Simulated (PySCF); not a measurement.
# Oscillator strengths, rates and cross-sections

Species: C4H4F2.
Cartesian coordinates in Å at the GFN2-xTB level; atoms count from 1:
```
atom  x, y, z in Å
C1     2.296   -0.271    0.090
C2     1.176    0.117   -0.074
C3    -0.179    0.578   -0.329
F4    -0.388    0.673   -1.693
C5    -1.205   -0.381    0.283
F6    -2.377    0.274    0.551
H7     3.277   -0.602    0.258
H8    -0.324    1.590    0.076
H9    -0.834   -0.781    1.231
H10   -1.433   -1.192   -0.416
```

The calculation used TDDFT CAM-B3LYP/def2-SVPD, vertical, gas phase, core orbitals frozen in the response (PySCF 2.14.0, density-fitted response routines).

Computed singlets with f of 0.002 or more:

```csv
state,E (eV),f
S4,8.11,0.062
S5,8.37,0.067
S6,8.99,0.054
S7,9.07,0.0035
S8,9.15,0.056
```

Q: Give A, τ, |μ| and ∫σ dE for each state.

A: For one non-degenerate pair of states in vacuum, A = 0.6670 f ν̃² s⁻¹ with ν̃ in cm⁻¹, τ = 1/A, |μ|² = 3f / (2ΔE) in atomic units, and the integrated cross-section is ∫σ dE = 109.76 f Mb·eV.

```tsv
state	A (s⁻¹)	τ	|μ| (D)	∫σ dE (Mb·eV)
S4	1.8×10⁸	5.6 ns	1.42	6.8
S5	2.0×10⁸	4.9 ns	1.45	7.3
S6	1.9×10⁸	5.3 ns	1.26	5.9
S7	1.3×10⁷	79 ns	0.32	0.39
S8	2.0×10⁸	4.9 ns	1.27	6.2
```

Only emission to the ground state at the vertical energy is counted.

Q: How much energy does a mole of photons resonant with S8 carry?

A: 9.149 eV × 96.485 = 883 kJ/mol (211 kcal/mol).

Q: What is the integrated cross-section of all computed states together?

A: Σf = 0.245 over S1 to S8, so 109.76 × Σf ≈ 26.9 Mb·eV.

Q: Suppose S4 emitted 0.3 eV lower with the same transition dipole. How would A change?

A: At fixed |μ|, A goes as the cube of the energy: (7.81/8.11)³ = 0.89, which makes τ about 6.3 ns.

One conformer stands for the species.
